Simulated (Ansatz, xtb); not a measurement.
**Two isomers of HNO2S**

We compare X, `O=NSO`, a singlet, with Y, `N=S(=O)=O`, a singlet. Both are isolated molecules in the gas phase, relaxed with B3LYP-D3(BJ)/6-311G**; the shapes shown needn't be the lowest conformers.

X (Å):

```xyz
5

N     0.2409   -0.4557   -0.6425
O     1.3186   -0.9248   -0.6720
O     0.9203   -0.5332    2.0151
S    -0.3347    0.0303    1.0752
H     1.6544    0.0929    1.9556
```

Y (Å):

```tsv
atom	x (Å)	y (Å)	z (Å)
N	-2.1377	1.1258	0.0033
O	-1.7033	-0.3709	-2.0973
O	-0.6190	1.8959	-1.8602
S	-1.4843	0.8566	-1.3467
H	-2.7205	0.3260	0.2578
```

**Question.** Estimate which is lower in electronic energy at CCSD(T)/def2-TZVPP, and by roughly how much.

**Answer.** The CCSD(T)/def2-TZVPP calculation puts structure Y lower, by 109.7 kJ/mol.

How the difference moves with the method:

| level | geometry | E(Y) − E(X) (kJ/mol) | departure from the last row (kJ/mol) | job, with rough time for the two |
| --- | --- | --- | --- | --- |
| B3LYP-D3(BJ)/6-311G** | B3LYP-D3(BJ)/6-311G** | +12.9 | +122.5 | optimisation, 97 s |
| HF/def2-TZVPP | B3LYP-D3(BJ)/6-311G** | −107.1 | +2.6 | part of the CCSD(T) run |
| MP2/def2-TZVPP | B3LYP-D3(BJ)/6-311G** | −163.1 | −53.5 | part of the CCSD(T) run |
| CCSD(T)/def2-TZVPP | B3LYP-D3(BJ)/6-311G** | −109.7 |  | single point, 2.3 min |

As drawn, Y has 1 N=S, 2 O=S, 1 N–H in place of 1 N=O, 1 N–S, 1 O–S, 1 O–H.

B3LYP-D3(BJ)/6-311G** puts the two in the other order. The largest departure from CCSD(T)/def2-TZVPP is that of B3LYP-D3(BJ)/6-311G**, 122.5 kJ/mol. Levels run at GFN2-xTB geometries aren't shown.

With harmonic frequencies from B3LYP-D3(BJ)/6-311G** (ideal gas, rigid rotor, one conformer each, 298.15 K, 1 atm): on the last row, ΔE + ΔZPE = −103.7, ΔH = −106.7, ΔG = −100.2 kJ/mol.

The T1 diagnostic of structure X is large, so the coupled-cluster value is less sure. The correlated steps freeze 8 core orbitals. Mirror images aren't counted in ΔG. Codes used: Ansatz 0.2.0; the last row on 1 thread of Intel(R) Xeon(R) Processor @ 2.50GHz (Skylake/Cascade Lake) on a shared host.
